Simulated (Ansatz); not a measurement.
Input for Ansatz (development build ahead of 0.2.0):

```yaml
crystal:
  periodic: [false, false, false]
  atoms:
    - { symbol: H, position_ang: [0.00814, -0.00396, -0.83243] }
    - { symbol: F, position_ang: [-0.00279, -0.00923, 0.09467] }
basis:
  gaussian: { orbitals: STO-3G }
hamiltonian:
  xc: hf
correlation:
  method: mp2
  frozen_orbitals: { F: 1, H: 0 }
```

The input is written out in the form of the current development build from the run's settings.

The run gave:

```json
{
 "Converged": "yes",
 "Reference energy": "-98.57175 hartree",
 "Correlation energy": "-0.01776 hartree",
 "Total energy": "-98.58951 hartree",
 "Spin squared of the determinant": "0.000"
}
```
